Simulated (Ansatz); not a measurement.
HF, singlet: cost against accuracy

Geometry (MP2(full)/6-31G*, from the G2/97 set):

| atom | x (Å) | y (Å) | z (Å) |
| --- | --- | --- | --- |
| F | 0.0000 | 0.0000 | 0.0000 |
| H | 0.0000 | 0.0000 | 0.9339 |

Measured, as an electronic atomization energy: 141.0 kcal/mol (G2/97 heats of formation of molecule and atoms, with zero-point and thermal terms from B3LYP taken off; Curtiss et al., J. Chem. Phys. 106, 1063 (1997), Staroverov et al., J. Chem. Phys. 119, 12129 (2003)). The measured value holds scalar relativity and spin–orbit coupling, which all computed ones lack, and core correlation, which the wave-function levels lack. Atoms are taken at the same level; beside RHF, RMP2 and RCC rows they are unrestricted. Truncated CI is not size-consistent. The atoms' steps beyond CCSDT(Q) are taken from restricted open-shell runs, which share full CI's core. Ansatz 0.2.0; the 6-31G* set has Cartesian d functions; a miss is computed less measured; times are wall times on shared hosts and scatter by a factor of two or so.

```csv
level,basis,miss (kcal/mol),time of the run,hardware
RHF,STO-3G,-66.3,0.08 s,1 CPU thread
RMP2,STO-3G,-54.9,–,–
RCCSD(T),STO-3G,-49.2,0.1 s,1 CPU thread
RCCSDT(Q),STO-3G,-49.2,0.12 s,1 CPU thread
r2SCAN,STO-3G,-26.9,0.27 s,1 CPU thread
B3LYP,STO-3G,-24.6,0.21 s,1 CPU thread
RHF,6-31G,-63.1,–,–
RMP2,6-31G,-32.1,–,–
RCCSDT(Q),6-31G,-33.8,0.41 s,1 CPU thread
MRCISD+Q (valence space),6-31G,-34.3,0.4 s,1 CPU thread
full CI,6-31G,-33.8,0.79 s,1 CPU thread
B3LYP,6-31G,-22.2,0.43 s,1 CPU thread
RHF,6-31G*,-53.7,0.13 s,1 CPU thread
RCCSD(T),6-31G*,-21.0,0.18 s,1 CPU thread
RCCSDT(Q),6-31G*,-20.8,0.52 s,1 CPU thread
MRCISD+Q (valence space),6-31G*,-21.3,0.46 s,1 CPU thread
PBE,6-31G*,-9.8,0.31 s,1 CPU thread
wB97M-V,6-31G*,-10.8,0.46 s,1 CPU thread
RMP2,cc-pVDZ,-11.9,–,–
MRCISD+Q (valence space),cc-pVDZ,-15.2,0.41 s,1 CPU thread
full CI,cc-pVDZ,-14.6,7.5 s,1 CPU thread
B3LYP,cc-pVDZ,-10.7,0.28 s,1 CPU thread
wB97M-V,cc-pVDZ,-8.4,0.49 s,1 CPU thread
B2PLYP,cc-pVDZ,-12.4,0.28 s,1 CPU thread
RHF,cc-pVTZ,-45.9,0.13 s,1 CPU thread
RMP2,cc-pVTZ,-0.2,–,–
RCCSD(T),cc-pVTZ,-4.3,0.62 s (with forces),1 CPU thread
RCCSDT(Q),cc-pVTZ,-4.3,6 s,1 CPU thread
MRCISD+Q (valence space),cc-pVTZ,-5.1,0.91 s,1 CPU thread
PBE,cc-pVTZ,-1.2,0.22 s,1 CPU thread
r2SCAN,cc-pVTZ,-4.6,0.79 s (with forces),1 CPU thread
B3LYP,cc-pVTZ,-4.0,0.24 s,1 CPU thread
wB97M-V,cc-pVTZ,-3.4,0.7 s (with forces),1 CPU thread
B2PLYP,cc-pVTZ,-4.0,0.4 s,1 CPU thread
RHF,cc-pVQZ,-45.1,0.4 s,1 CPU thread
RMP2,cc-pVQZ,3.2,–,–
RCCSD(T),cc-pVQZ,-1.3,1.2 s,1 CPU thread
r2SCAN,cc-pVQZ,-3.5,0.67 s,1 CPU thread
B3LYP,cc-pVQZ,-2.5,0.39 s,1 CPU thread
B2PLYP,cc-pVQZ,-2.0,0.8 s,1 CPU thread
```

HF's time is that of a plain UHF run. A dash: the level came out of a higher level's run.

A composite of the best parts (restricted reference, at this geometry, which isn't the minimum of the high levels):

```json
{"part": "Hartree–Fock limit (T, Q; exp(−5.46 √X))", "kcal/mol": "96.15"}
{"part": "CCSD(T) correlation limit (T, Q; X⁻³)", "kcal/mol": "45.40"}
{"part": "CCSDT − CCSD(T) (QZ)", "kcal/mol": "-0.13"}
{"part": "(Q) (QZ)", "kcal/mol": "0.13"}
{"part": "CCSDTQ − CCSDT(Q) (DZ)", "kcal/mol": "-0.02"}
{"part": "full CI − CCSDTQ (DZ)", "kcal/mol": "0.01"}
{"part": "sum", "kcal/mol": "141.5"}
{"part": "sum less measured", "kcal/mol": "0.5"}
```
